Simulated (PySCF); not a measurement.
Methyleneaminoacetonitrile, C₃H₄N₂.
Numbering: `[CH2:1]=[N:2][CH2:3][C:4]#[N:5]` (hydrogens: H6, H7 on C1; H8, H9 on C3)

Method used: core-valence-separated Tamm–Dancoff BHandHLYP/aug-pcX-1 (pcseg-1 on H) in PySCF, non-relativistic, gas phase, PBE0-D3(BJ)/def2-SVP geometry. The energies are unshifted.

(1) Give energies, oscillator strengths and core holes at the C K edge.

(2) List the nitrogen K-edge absorption lines.

Results:

(1) 
| E (eV) | f | core hole on | main final orbital | polarisation |
| --- | --- | --- | --- | --- |
| 282.73 | 0.0672 | C1 | LUMO (74 %) | normal to the local trigonal plane |
| 283.93 | 0.0603 | C4 | spread | across the triple bond |
| 284.09 | 0.0651 | C4 | LUMO+6 (33 %) | across the triple bond |
| 286.64 | 0.0047 | C4 | LUMO (66 %) | mixed |
| 286.66 | 0.0038 | C3 | LUMO (90 %) | – |
| 287.00 | 0.0005 | C4 | spread | – |
| 287.10 | 0.0155 | C1 | LUMO+1 (66 %) | in the local trigonal plane |
| 287.18 | 0.0227 | C3 | LUMO+1 (39 %) | – |
| 287.61 | 0.0244 | C3 | LUMO+3 (43 %) | – |
| 287.73 | 0.0336 | C1 | LUMO+3 (37 %) | in the local trigonal plane |
| 287.96 | 0.0025 | C3 | LUMO+4 (33 %) | – |
| 288.21 | 0.0002 | C4 | LUMO+1 (36 %) | – |
| 288.38 | 0.0040 | C4 | LUMO+3 (33 %) | across the triple bond |
| 288.49 | 0.0015 | C1 | LUMO+2 (35 %) | mixed |
| 288.54 | 0.0007 | C4 | LUMO+5 (53 %) | – |

The first line with a tenth or more of the strongest one's intensity is at 282.73 eV (f = 0.067), with the hole on C1 (imine carbon), polarised normal to the local trigonal plane: a 1s→π* resonance. It is also the strongest listed.

(2) 
```tsv
E (eV)	f	core hole on	main final orbital	polarisation
396.18	0.0609	N2	LUMO (80 %)	–
397.14	0.0635	N5	LUMO+4 (30 %)	across the triple bond
397.48	0.0631	N5	LUMO+7 (36 %)	across the triple bond
400.94	0.0011	N5	LUMO+1 (35 %)	along the triple bond
401.07	0.0006	N5	LUMO (62 %)	–
401.09	0.0194	N2	LUMO+4 (48 %)	–
401.55	0.0103	N2	LUMO+1 (69 %)	–
402.04	0.0010	N5	LUMO+1 (44 %)	mixed
402.12	0.0010	N2	LUMO+3 (61 %)	–
402.27	0.0013	N5	LUMO+2 (42 %)	mixed
402.32	0.0007	N2	LUMO+2 (69 %)	–
```

The first line with a tenth or more of the strongest one's intensity is at 396.18 eV (f = 0.061), with the hole on N2 (imine nitrogen). The strongest listed is at 397.14 eV (f = 0.063; N5, 1s→π*).

Roots within 0.03 eV whose holes lie on the same, on equivalent or on shared atoms are summed into one line, and the highest roots are left out, as the search may have cut off their partners. Final orbitals are the ground state's empty Kohn–Sham orbitals. A dash: too weak, shared between unlike atoms, or no plane or axis to refer to.

Question: What are the wavelength and the wavenumber of the 282.73 eV line?

Answer: λ = 12398.42 eV Å/282.73 eV = 43.853 Å; 2.2804 × 10⁶ cm⁻¹.

The ionisation thresholds weren't computed; near and above them a finite basis only mimics Rydberg series and continuum.

Hardware: an Intel Xeon Platinum 8259CL at 2.50 GHz with one thread, no GPU, shared host. Cost: 11 s, 0.75 GiB resident at most.

Shape of the structure used: `[CH2:1]=[N:2][CH2:3][C:4]#[N:5]`: C1–N2–C3–C4 124°.

One conformer stands for the species.
